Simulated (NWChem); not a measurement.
The standard entropy of BH2O (SMILES [BH]O) from a frequency calculation

A doublet with charge 0, relaxed at UHF/3-21G (NWChem 7.3.0):

```xyz
4

B     0.1401   -0.8119    0.0000
O    -0.0534    0.5360    0.0000
H    -0.7773   -1.5650    0.0000
H     0.6978    1.1393    0.0000
```

Harmonic wavenumbers in cm⁻¹: 775, 959, 1166, 1402, 2753, 3919.

Masses in u: B 10.81, O 15.999, H 1.008. Take T = 298.15 K, p = 1 bar, R = 8.3145 J/(mol K), kT/hc = 207.22 cm⁻¹, rigid rotor and harmonic oscillator.

Question: Compute the standard molar entropy.

Answer: 
1. Translation (Sackur–Tetrode): S = R[3/2 ln M + 5/2 ln T − 1.1517] with M = 28.825 gives 150.8 J/(mol K).
2. Rotation: principal moments 1.337, 15.494, 16.832 u Å² give A, B, C = 12.6068, 1.088, 1.0015 cm⁻¹; the symmetry number is σ = 1; q = (√π/σ)√((kT/hc)³/ABC) = 1427; S = R(ln q + 3/2) = 72.9.
3. Vibration: with u = ν̃/207.22, each mode gives R[u/(eᵘ − 1) − ln(1 − e⁻ᵘ)]; the sum is 1.7, most from 775 cm⁻¹ (1.0), 959 cm⁻¹ (0.5), 1166 cm⁻¹ (0.2).
4. Electronic: R ln 2 = 5.8, from the spin multiplicity alone.
5. Sum: 150.8 + 72.9 + 1.7 + 5.8 = 231.2 J/(mol K).

No measured value is set beside it here.
